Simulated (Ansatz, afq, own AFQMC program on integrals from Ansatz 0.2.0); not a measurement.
**BH₃⁺, doublet: AFQMC among the cluster methods**

```xyz
4

B     0.0000   -0.0042    0.0743
H     0.0000    0.7711   -1.0649
H     0.0000   -0.0042    1.2485
H     0.0000   -0.7220   -0.9805
```

Basis cc-pVDZ. Only valence electrons are correlated. Ansatz 0.2.0 and our own AFQMC program on the same integrals; the CISD trial comes from CCSD amplitudes, and released means the phaseless constraint is let go. Uncertainties: one standard error, sampling alone.

Determinant: UHF, the one that the program's search chose, which needn't be the lowest solution. The geometry is a point of a scan.

Full CI on the same integrals is exact in this basis and with this determinant's frozen core.

The T1 diagnostic is 0.0113. The weight of the determinant in the CISD state is 0.949, the ⟨S²⟩ of the determinant is 0.761 and the size of the correlated space is 5 electrons in 28 orbitals.

Reference: full CI, correlation energy -2.492 eV. The released energy is read at 1.50 1/Eh (meV from the phaseless value at times in 1/Eh: -2 ± 3 at 0.24, -1 ± 3 at 0.50, 0.1 ± 2.3 at 1.00, -3.5 ± 1.9 at 1.50).

```csv
level,E − E(reference) (kcal/mol),share of correlation (%)
HF,57.48,0.00
MP2,14.61,74.57
CCSD,1.11,98.08
CCSD(T),0.29,99.50
CCSDT,0.02,99.97
CCSDT(Q),0.00,99.99
ph-AFQMC/HF,0.02 ± 0.48,99.97
ph-AFQMC/CISD,0.04 ± 0.05,99.93
released AFQMC,-0.04 ± 0.04,100.07
```

CCSDT and higher add their correlation energy to the determinant of the CCSD(T) run, since their own runs factorise the integrals more tightly (a shift of under 2 meV). A walk keeps the symmetry of its determinant, which the program's search chose and which needn't be the lowest solution, so a lower state of the same spin and another symmetry isn't excluded. Released energies are given only where the last usable release times agree within the noise; a slower fall can still hide under it.
